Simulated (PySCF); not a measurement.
Isomers of C5H12O. Theory: PBE0-D3(BJ)/def2-SVP geometry optimisation, gas phase in PySCF. Energies are electronic, without zero-point or thermal terms, for one conformer each. No frequencies were run at this level. Point groups hold within 0.08 Å.

Task: Rank from lowest to highest electronic energy at this level (kJ/mol).
A. `[CH3:1][CH2:2][CH2:3][CH2:4][CH2:5][OH:6]` with C1–C2–C3–C4 180°, C2–C3–C4–C5 -179°, C3–C4–C5–O6 -177°, C4–C5–O6–H -60°
B. `[CH3:1][CH2:2][CH:3]([OH:4])[CH2:5][CH3:6]` with C1–C2–C3–O4 -57°, C2–C3–O4–H -62°, C2–C3–C5–C6 -177°

Result: B (0.0), A (19.5).

```json
{"SMILES": "CCC(O)CC", "E (Eh)": "-272.47334", "E rel (kJ/mol)": "0.0", "dipole (D)": "1.49", "point group": "Cs", "A, B, C (MHz)": "7412, 1905, 1661"}
{"SMILES": "CCCCCO", "E (Eh)": "-272.46590", "E rel (kJ/mol)": "19.5", "dipole (D)": "1.66", "point group": "–", "A, B, C (MHz)": "15726, 1139, 1101"}
```

Task: How do the relative energies change in single points at KT3/pcSseg-1 (no added dispersion term) on the same geometries?

Result: 
```json
{"SMILES": "CCC(O)CC", "PBE0-D3(BJ)/def2-SVP (kJ/mol)": "0.0", "KT3/pcSseg-1 (kJ/mol)": "0.0", "shift": "0.0"}
{"SMILES": "CCCCCO", "PBE0-D3(BJ)/def2-SVP (kJ/mol)": "19.5", "KT3/pcSseg-1 (kJ/mol)": "16.2", "shift": "-3.3"}
```

Each column counts from its own lowest isomer. The order is unchanged; the largest shift is 3.3 kJ/mol.
